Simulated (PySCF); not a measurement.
Isomers of C3H2FNS. The calculation used PySCF, PBE0-D3(BJ)/def2-SVP geometry optimisation, gas phase. One conformer each; no zero-point energy, no entropy. No frequencies were run at this level. Point groups hold within 0.08 Å.

Problem. Rank from lowest to highest electronic energy at this level (kcal/mol).
A. `FC1=CSC=N1`
B. `Fc1cncs1`
C. `c1(F)ccsn1`
D. `[N:1]#[C:2][C:3](=[S:4])[CH2:5][F:6]` with C2–C3–C5–F6 1°
E. `Fc1ccns1`

Solution. A (0.0), C (3.7), B (8.5), E (12.3), D (32.0).

As drawn, the lowest has an aromatic ring, which the highest lacks; the highest has a C≡N group and a C=S bond, which the lowest lacks.

```tsv
SMILES	E (Eh)	E rel (kcal/mol)	dipole (D)	point group	A, B, C (MHz)
Fc1cscn1	-667.54121	0.0	2.43	Cs	7668, 2574, 1927
Fc1ccsn1	-667.53533	3.7	3.22	Cs	7354, 2683, 1966
Fc1cncs1	-667.52761	8.5	1.05	Cs	5449, 3289, 2051
Fc1ccns1	-667.52163	12.3	1.64	Cs	5709, 3233, 2064
N#CC(=S)CF	-667.49029	32.0	3.46	Cs	3749, 2450, 1496
```
